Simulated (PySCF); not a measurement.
Work out the structure from these simulated measurements.

Elements present: C, F and H. Monoisotopic mass: 84.0187 u.

* Couplings: largest of the computed one-bond spin–spin couplings (means over like bonds): 19F–13C -303.3 (×2), 19F–13C -231.2, 13C–1H +190.0, 13C–1H +157.3 (×2), 13C–13C +56.4 Hz [B3LYP/pcJ-1]
* 13C NMR: chemical shifts (computed TMS as zero) by class: 123.7 (1 C), 89.6 (1 C) ppm [GIAO PBE0/pcSseg-1]
* Rotational structure: rotational constants A, B, C: 9.025, 3.449, 2.753 GHz [GFN2-xTB]
* NMR, other nuclei: isotropic shieldings of nuclei other than C and H, by class: 311 (2 F), 432 (1 F) ppm [GIAO PBE0/pcSseg-1]
* Dipole: 1.01 D [PBE0/pcSseg-1]
* 1H NMR: chemical shifts (computed TMS as zero) by class: 6.43 (1 H), 5.01 (2 H) ppm [GIAO PBE0/pcSseg-1]

Gas-phase values; electronic properties from PySCF, density fitting. Levels stand in brackets. Geometry: GFN2-xTB, one conformer, isolated molecule. Each NMR value is the plain mean over a class of atoms that symmetry, rotation or inversion makes alike.

**Question.** Which formula fits the mass and the elements?

**Answer.** C2H3F3 (calculated 84.0187). No other formula that holds each of these elements comes within 0.0003 u with a fitting electron parity and a possible valence count.

**Question.** Give a SMILES that accounts for the data.

**Answer.** Numbering: `[F:1][CH2:2][CH:3]([F:4])[F:5]`. Its formula, C2H3F3, gives 0 degrees of unsaturation, so no ring and no π bond. 2 carbons fall into 2 classes; from least to most shielded: CHF2 carbon [C3] (123.7 ppm), sp3 C–F carbon [C2] (89.6 ppm). Hydrogen classes from least to most shielded: 1 H on a CHF2 carbon, C3 (6.43 ppm), 2 H on an sp3 C–F carbon, C2 (5.01 ppm). The other shieldings belong to: 311 ppm, fluorine of a CF2 group [F4/F5]; 432 ppm, alkyl fluorine [F1]. The couplings run between: -303.3 Hz, fluorine of a CF2 group [F4] and CHF2 carbon [C3] (with 1 like pair); -231.2 Hz, alkyl fluorine [F1] and sp3 C–F carbon [C2]; +190.0 Hz, CHF2 carbon [C3] and its hydrogen; +157.3 Hz, sp3 C–F carbon [C2] and its hydrogen (with 1 like pair); +56.4 Hz, sp3 C–F carbon [C2] and CHF2 carbon [C3]. The optimised geometry has point group C1 and is an asymmetric top. Structure: CHF2CH2F (`FCC(F)F`). Computed isomers that give other values at the same levels: `CC(F)(F)F` (13C chemical shifts (computed TMS as zero) by class: 135.1 (1 C), 23.4 (1 C) ppm). The assignments are read from this structure; whether some other isomer fits the data as well wasn't checked.

Shape of the structure used: `[F:1][CH2:2][CH:3]([F:4])[F:5]`: F1–C2–C3–F4 147°.
